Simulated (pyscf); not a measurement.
Single points on ωB97X-D3(BJ)/def2-SVP structures (PySCF, gas phase).

Q: Estimate the classical barrier height and the reaction energy of HCl + HO–Hf(Cl)(Cl)–Cl → Cl–Hf(Cl)(Cl)–Cl + H₂O at ωB97M-D3(BJ)/def2-TZVP. The step runs on the singlet surface, breaks Cl–H, Hf–O and forms Cl–Hf, H–O; take the separated reactants as zero.

A: ΔE‡ = 1.7 kcal/mol, ΔE = -2.8 kcal/mol. Zero-point energy shifts the barrier by +0.5 kcal/mol. It is a four-centre exchange, with an imaginary mode of 463i cm⁻¹. On the reactant side the descent ends in an adduct with a Cl–Hf contact, 5.9 kcal/mol under the separated species and 3.0 kcal/mol under the saddle at ωB97X-D3(BJ)/def2-TZVP. On the product side the descent ends in an adduct with a Hf–O contact, 17.3 kcal/mol under the separated species and 20.6 kcal/mol under the saddle at ωB97X-D3(BJ)/def2-TZVP. What is counted as formed (Cl–Hf) is already present as a longer contact in the reactant adduct; forming that adduct is a step of its own. What is counted as broken (Hf–O) persists as a longer contact in the product adduct; parting that adduct is a step of its own. At ωB97X-D3(BJ) the barrier from the zero used here is -2.9 kcal/mol. This is the saddle that the search found; another between the same sides may lie lower. Elements past Kr carry the def2 core potentials, without spin-orbit coupling.
